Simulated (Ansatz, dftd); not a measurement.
Barrier from H (doublet) + C2H4 (SMILES C=C) to the saddle point below; all geometries are those of the NHTBH38 set.
```xyz
7

C     -0.5679     0.0001    -0.2190
C      0.7511     0.0000     0.0419
H     -1.4939    -0.0005     1.5318
H     -1.1018     0.9206    -0.4086
H     -1.1019    -0.9203    -0.4092
H      1.2990    -0.9224     0.1738
H      1.2990     0.9223     0.1744
```
Charge 0, spin multiplicity 2.

Wanted: barrier height (electronic, no zero-point energy), in kcal/mol. Radicals and triplets start from unrestricted determinants; spin-orbit coupling is neglected. Cores are frozen in correlated methods. Rows without X2C or -DK are non-relativistic. CBS(X,Y): correlation extrapolated as X^-3, Hartree-Fock from the larger set. A bracket is a step between two methods taken in the basis named. Functionals run without relativity, which enters their misses. Double hybrids freeze cores in their MP2 part. '+ core + X2C': CCSD(T) terms for core correlation (cc-pwCVTZ) and scalar relativity (cc-pVTZ-DK). For partners of very few electrons the exact lower level stands in for a higher one. The UHF reference of C2H5 (saddle point or complex, doublet) is spin-contaminated (<S^2> up to 0.20 over the pure value in the sets run).

```tsv
level	program	barrier height (kcal/mol)	difference against the last row
B2PLYP-D4/def2-TZVPD	Ansatz + dftd4	1.7	-0.2
B2GP-PLYP/def2-TZVPD	Ansatz	2.8	0.9
CCSD/aug-cc-pVDZ	Ansatz	2.6	0.7
CCSD/CBS(aug-cc-pVTZ,aug-cc-pVQZ)	Ansatz	2.4	0.5
CCSDT(Q)/aug-cc-pVDZ	Ansatz	2.1	0.2
CCSD(T)/CBS(aug-cc-pVTZ,aug-cc-pVQZ) + [CCSDT(Q) - CCSD(T)]/aug-cc-pVDZ + core + X2C	Ansatz	1.9	0.0
```

Ansatz is a first-principles code.
